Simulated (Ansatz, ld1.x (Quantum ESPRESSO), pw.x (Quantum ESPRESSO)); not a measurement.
**W (Z = 74): one change to the TM potential, in the atom and in the bcc crystal**

W (Z = 74), norm-conserving Troullier–Martins (Kleinman–Bylander form), made with ld1.x (Quantum ESPRESSO) 7.5 (PBE, scalar-relativistic). Core [Xe] 4f14, reference 5d4 6s1.5 6p0 (charge +0.5). Waves: 6p (bound, empty): rc 3.20 bohr; 5d (bound): rc 2.15 bohr; 6s (bound): rc 2.20 bohr. Local part: the s channel. Core correction: none.

Change: all radii scaled by about 1.27 (s 2.80, p 4.08, d 2.74 bohr).

Cutoffs, loose and tight: the cutoffs (Ry, on a coarse ladder) from which the occupation-weighted sum of valence levels, in a spherical-Bessel basis at the reference potential, stays within 10 and 1 mRy of its value at 400 Ry. They do not see the model core or the augmentation charge, which bear on the density cutoff. Test errors are all-electron minus pseudo excitation energies from the reference, over the configurations 5d4 6s2 6p0; 5d4 6s1 6p0; 5d4 6s0 6p0; 5d3 6s2 6p1; 5d3 6s2 6p0; 5d4.5 6s1.5 6p0; 5d5 6s1 6p0; variants that change the core or the reference have their own tests.

Crystal test: bcc W in pw.x 7.5, no spin, 14³ k-points, Fermi–Dirac smearing 0.01 Ry, cutoffs set for each file from its atomic test. The reference is all-electron LAPW (Ansatz 0.2.0) with the same functional, mesh and smearing; V0 and B0 come from Birch–Murnaghan fits to the pressures at five volumes. Errors are pseudo minus all-electron; Δ is the rms difference of the E(V) curves that follow from these fits, minima aligned, over ±6 % about the mean V0. Mesh and smearing are coarse, so the numbers serve the comparison and aren't converged zero-temperature values; the lattice is a test structure that the element need not adopt.

All-electron: a0 = 3.184 Å (V0 = 16.15 Å³/atom), B0 = 300.6 GPa.

Task: Does the change bring the crystal closer to the all-electron result?

Result: The mean pressure error goes from +8.31 to +12.36 GPa, so the change moves the solid further from the all-electron pressures.

| quantity | base | changed |
| --- | --- | --- |
| outcome (atom) | generated | generated |
| cutoff, loose (atom) | 30 Ry | 25 Ry |
| cutoff, tight (atom) | 35 Ry | 30 Ry |
| bound ghosts (atom) | none | none |
| largest test error (meV) (atom) | +64 | +61 |
| cutoffs in pw.x (Ry) | 45/180 | 40/160 |
| a0 (Å) | 3.213 | 3.226 |
| a0 error (%) | +0.90 | +1.31 |
| B0 error (%) | -3.5 | -4.0 |
| Δ (meV/atom) | 28.4 | 41.5 |
| mean pressure error (GPa) | +8.31 | +12.36 |

Base: The largest radius (3.20 bohr) exceeds half the bond length (2.60 bohr), so the spheres overlap, which is one possible source of error among others. This is a poor potential for the solid. Changed file: The largest radius (4.08 bohr) exceeds half the bond length (2.60 bohr), so the spheres overlap, which is one possible source of error among others. This is a poor potential for the solid. The atomic cutoffs weigh occupied waves only.
